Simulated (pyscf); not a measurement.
Elimination: HO–Zr(OH)(F)–F -> H₂O + O=Zr(F)–F

Gas phase, singlet surface, charge 0. Bonds broken: O1–Zr2, O3–H7. Bonds formed: O1–H7. Structures and frequencies: ωB97X-D3(BJ)/def2-SVP in PySCF.

Transition state (Å):

```xyz
7

O      0.5112     0.8670     0.0043
Zr    -1.2081    -0.4297     0.0819
O     -0.0521    -1.1150    -1.1413
F     -2.8095     0.3172    -0.6880
F     -1.5048    -1.5429     1.6291
H      0.7488     1.7572    -0.2747
H      0.6088    -0.0033    -0.7739
```

One imaginary mode, 1259i cm⁻¹; descent along it reached the two sides named, in the forms told below.

```tsv
bond	change	reactant side (Å)	saddle	product side
O1–Zr2	breaks	1.913	2.155	2.263
O3–H7	breaks	0.956	1.344	2.8
O1–H7	forms	3.9	1.172	0.969
```

Electronic energies relative to the reactant's lowest minimum found (kcal/mol):

| level | barrier | reaction energy | reverse barrier |
|---|---|---|---|
| ωB97X-D3(BJ)/def2-TZVP | 49.9 | +77.0 | -27.1 |
| PBE/def2-TZVP | 42.6 | +69.4 | -26.8 |
| r²SCAN/def2-TZVP | 46.1 | +74.8 | -28.7 |
| B3LYP-D3(BJ)/def2-TZVP | 48.8 | +75.0 | -26.2 |
| PBE0-D3(BJ)/def2-TZVP | 47.0 | +74.2 | -27.2 |
| M06-2X/def2-TZVP | 49.7 | +76.8 | -27.1 |
| ωB97M-D3(BJ)/def2-TZVP | 49.9 | +74.9 | -25.0 |

With ωB97M-D3(BJ)/def2-TZVP energies and thermal terms (ideal gas, 1 atm, RRHO with modes under 100 cm⁻¹ raised to 100, one conformer, R ln 2 for chiral ones without a mode under 150 cm⁻¹), in kcal/mol:

| T (K) | ΔH‡ | ΔG‡ | ΔH | ΔG |
|---|---|---|---|---|
| 298 | 47.7 | 48.4 | +74.3 | +64.0 |
| 600 | 46.6 | 49.6 | +73.0 | +54.0 |
| 900 | 45.9 | 51.2 | +71.6 | +44.8 |
| 1200 | 45.4 | 53.1 | +70.3 | +36.0 |

On the product side the descent ends in an adduct with a O–Zr contact, 35.6 kcal/mol under the separated species and 8.5 kcal/mol under the saddle at ωB97X-D3(BJ)/def2-TZVP. At ωB97X-D3(BJ)/def2-TZVP, PBE, r²SCAN, B3LYP-D3(BJ), PBE0-D3(BJ), M06-2X, ωB97M-D3(BJ) the saddle lies under the separated products, which points to a path from their complex (located at ωB97X-D3(BJ) alone), and parting the products costs more than the saddle. What is counted as broken (O–Zr) persists as a longer contact in the product adduct; parting that adduct is a step of its own. At the saddle there is also a short H–Zr contact that neither side keeps. This saddle turned up in a search for another step; its sides and bond changes are read from the two ends of the descent. This is the saddle that the search found; another between the same sides may lie lower. Elements past Kr carry the def2 core potentials, without spin-orbit coupling.
